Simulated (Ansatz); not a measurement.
## Al$_{2}$H$_{2}$ (H-bridged), triplet: reading a ladder of total energies

Geometry: that of the Al2H2 (H-bridged), singlet, kept fixed. The singlet lies 0.9 eV lower here.

```yaml
atoms:
  - { symbol: Al, position_ang: [0.0000, 0.0925, 1.2647] }
  - { symbol: Al, position_ang: [0.0000, -0.0193, -1.3669] }
  - { symbol: H, position_ang: [0.0000, -0.6882, 2.6804] }
  - { symbol: H, position_ang: [0.0000, -1.2711, 0.0548] }
```

Basis cc-pVDZ; Ansatz 0.2.0. Only valence electrons are correlated (noble-gas cores frozen), which leaves 8 electrons in 36 orbitals. R marks a restricted (for open shells ROHF) determinant, U an unrestricted one.

Full CI isn't at hand for all of this; UCCSDTQ serves as the reference, and is uncertain by about the last step of the cluster series.

Runs differ by some tens of microhartree through their thresholds and, for an open shell, their frozen cores, so steps under 0.03 kcal/mol mean nothing.

| level | total energy (hartree) |
| --- | --- |
| UHF | -484.907001 |
| UMP2 | -485.009551 |
| UCCSD | -485.045990 |
| UCCSD(T) | -485.051042 |
| UCCSDT | -485.052922 |
| UCCSDT(Q) | -485.053242 |
| UCCSDTQ | -485.053277 |

What is the correlation energy at UCCSDTQ, and what share of it do UMP2 and UCCSD recover?

E(corr) = -485.053277 − (-484.907001) = -0.146276 hartree = -3.980 eV. UMP2: -0.102550 / -0.146276 = 70.11 %. UCCSD: -0.138989 / -0.146276 = 95.02 %.

By how many kcal/mol does UCCSD(T) miss UCCSDTQ (1 hartree = 627.509 kcal/mol), and which steps make up the rest?

-485.051042 − (-485.053277) = 0.002235 hartree = 1.40 kcal/mol. Steps: UCCSDT − UCCSD(T) = -1.18, UCCSDT(Q) − UCCSDT = -0.20, UCCSDTQ − UCCSDT(Q) = -0.02 kcal/mol. Differences between like states or geometries often cancel part of this.
